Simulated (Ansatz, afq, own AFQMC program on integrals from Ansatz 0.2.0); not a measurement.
# AlBH$_{2}$, triplet in cc-pVTZ, levels against CCSDT(Q)

```xyz
4

B     0.0000    0.0000    1.7315
Al    0.0000    0.0000   -0.5881
H     0.0000   -1.3671   -1.4148
H     0.0000    1.3671   -1.4148
```

Connectivity, by distances: B–AlH2.

Basis cc-pVTZ. Noble-gas cores (and the filled d shells of Ga–Kr and In–Xe) are frozen. AFQMC by an in-house program on the Cholesky factors that Ansatz 0.2.0 writes for its CCSD(T) run. The CISD trial takes its coefficients from CCSD amplitudes. Released means that phaseless walkers are propagated on without the constraint, phases kept. ± is one standard error of the sampling.

Determinant: UHF, the one that the program's search chose, which needn't be the lowest solution. The geometry is a PBE0/def2-TZVP stationary point of this or a neighbouring charge and spin state.

No full CI on the walks' own integrals is used here; CCSDT(Q) serves as the reference and is uncertain by about the last step of the cluster series.

Cautions: another spin lies lower (by 28 meV); the released energies move by 1.5 errors or more from one time to the next, so no released level is given (meV from the phaseless value at times in 1/Eh: 0 ± 5 at 0.24, -7 ± 5 at 0.51, -10 ± 3 at 0.99, -9 ± 4 at 1.62, -22 ± 5 at 2.40), though the last usable value meets CCSDT(Q) within the noise.

```
T1 diagnostic                               : 0.0301
weight of the determinant in the CISD state : 0.878
⟨S²⟩ of the determinant                     : 2.010
size of the correlated space                : 8 electrons in 86 orbitals
```

Reference: CCSDT(Q), correlation energy -4.513 eV.

| level | E − E(reference) (kcal/mol) | share of correlation (%) |
| --- | --- | --- |
| HF | 104.07 | 0.00 |
| MP2 | 25.99 | 75.03 |
| CCSD | 4.31 | 95.86 |
| CCSD(T) | 1.10 | 98.95 |
| CCSDT | 0.15 | 99.85 |
| ph-AFQMC/CISD | 0.30 ± 0.10 | 99.71 |

A walk keeps the symmetry of its determinant, which the program's search chose and which needn't be the lowest solution, so a lower state of the same spin and another symmetry isn't excluded.
